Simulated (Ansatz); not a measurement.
Wavefunction methods compared: C2H, doublet

Computed with Ansatz's Gaussian-basis code (development build); BCCD by scripts on PySCF. Basis STO-3G, 2 core orbitals frozen, nonrelativistic. Perturbation and coupled-cluster methods stand on the Hartree–Fock determinant that coupled cluster favours; RHF here means ROHF, with semicanonical perturbation theory. The state met can differ between shapes. Small basis; these aren't basis-limit values. The unrestricted determinant is a mixture of spins, so it may stand for another state.

Shape A:

```csv
atom,x (Å),y (Å),z (Å)
C,0.0000,0.0000,0.0000
H,0.0000,0.0000,-1.0156
C,0.0000,0.0000,1.2170
```

Shape B. A bond is stretched, to 2.42 times the sum of the covalent radii.

| atom | x (Å) | y (Å) | z (Å) |
| --- | --- | --- | --- |
| C | 0.0000 | 0.0000 | 0.0000 |
| H | 0.0000 | 0.0000 | -2.5861 |
| C | 0.0000 | 0.0000 | 1.2170 |

Shape C. A bond is stretched, to 1.91 times the sum of the covalent radii.

```xyz
3

C     0.0000    0.0000    0.0000
H     0.0000    0.0000   -2.0417
C     0.0000    0.0000    1.2170
```

Correlation energy of CCSD(T), then each method's total less that of CCSD(T), in eV:

```
 case  E corr CCSD(T)    CCSD    BCCD  BCCD(T)   determinant
A RHF          -4.459  +0.021  +0.021    0.000             –
B RHF          -7.141  +0.346  +0.329   -0.002             –
B UHF          -3.234  +0.035  +0.087   -0.134  ⟨S²⟩ = 2.418
C RHF          -7.133  +0.149  +0.199   +0.005             –
```

(1) How far does full CI lie from CCSD(T) in each case, and where is CCSD(T) within 1 kcal/mol (0.043 eV)?

Answers

(1) A RHF: -0.058 eV (outside); B RHF: -0.068 eV (outside); B UHF: -0.305 eV (outside, other state, spin-contaminated determinant); C RHF: +0.023 eV (within).

Several Brueckner solutions were met. Coupled cluster and full CI may stand on different states here.
